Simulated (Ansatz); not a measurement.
# What a trial cell of Y₃Rh relaxes into

The calculation used DFT PBE, scalar-relativistic, plane waves, PAW (Ansatz). Cutoff 420 eV, Γ-centred k mesh, Gaussian smearing, no spin polarisation in the final step.

A relaxed cell is given with its space group left out.

```
CELL_PARAMETERS angstrom
4.65993 0.00000 0.00000
0.00000 4.65993 0.00000
0.00000 0.00000 4.65993
ATOMIC_POSITIONS crystal
Y 0.00000 0.50000 0.50000
Y 0.50000 0.00000 0.50000
Y 0.50000 0.50000 0.00000
Rh 0.00000 0.00000 0.00000
```

Formation energies are uncorrected and refer to the elements' standard structures at the same level.

(1) What space group does it have?

(2) What is its formation energy per atom?

(3) Is it a metal?

## Answers

(1) Pm-3m (No. 221). Conventional cell: a = 4.660 Å. Y has 4 Rh at 3.30 Å and 8 Y at 3.30 Å; Rh is coordinated by 12 Y at 3.30 Å.

(2) -0.12 eV/atom.

(3) Yes, bands cross the Fermi level on the 10×10×10 mesh.

The final run used a 10×10×10 mesh on its 4-atom cell and 0.10 eV smearing. The k mesh leaves about 4 meV/atom of noise in metals. The cell came from a trial start, so Y₃Rh may not exist in this structure.

Cost: 3 runs of about 0.76 core-minutes in all, on Intel Xeon Platinum 8375C (Ice Lake) (shared hosts).